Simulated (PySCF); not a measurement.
Fluorine: a sound run and one with changed settings

Sound run: F [He] 2s2 2p5, F⁺ [He] 2s2 2p4. All numbers are calculated (PySCF 2.14, no relativity, point nucleus, in cc-pVDZ). The sound run starts from symmetry-adapted Hartree-Fock orbitals and uses a fine grid where one is needed.

Changed run: radial step 0.3 in ln r (0.13 in the sound run). This setting is unsound on purpose.

| species | method | sound run (hartree) | changed run (hartree) | converged |
| --- | --- | --- | --- | --- |
| F | UHF | -99.37524 | -99.37524 | yes |
| F | BP86 | -99.71790 | -99.71792 | yes |
| F | PBE0 | -99.63567 | -99.63581 | yes |
| F⁺ | UHF | -98.80049 | -98.80049 | yes |
| F⁺ | BP86 | -99.07520 | -99.07519 | yes |
| F⁺ | PBE0 | -99.00254 | -99.00267 | yes |

Ionisation energy of F:

```csv
method,sound run (eV),changed run (eV)
UHF,15.640,15.640
BP86,17.489,17.490
PBE0,17.228,17.228
```

A coarse radial grid mis-integrates the density and the exchange-correlation energy, with errors of either sign; Hartree-Fock needs no grid.

For comparison, NIST gives 17.423 eV between the lowest levels.
